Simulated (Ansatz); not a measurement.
bcc Nb was calculated with PBEsol (PAW; Ansatz, a program for electronic structure).

A relaxed, unreconstructed slab of the (210) face has 20 atoms, two equal faces of 23.952 Å² each and an energy of -89901.5213 eV. A bulk cell of 10 atoms with the same orientation and in-plane k mesh has -44954.5470 eV. Energies are extrapolated to zero smearing.

Run with plane-wave cutoff 500 eV, 16×8×1 k mesh (along the axes of the cell as run), Fermi–Dirac smearing 0.1 eV, scalar-relativistic PAW data made under PBE.

Worked out: γ = (E_slab − N E_bulk per atom)/2A = [-89901.5213 − 20 × (-44954.5470/10)]/(2 × 23.952) = 0.1581 eV/Å². With 16.022 J/m² per eV/Å² this is 2.53 J/m², or 3.79 eV per surface cell and face.
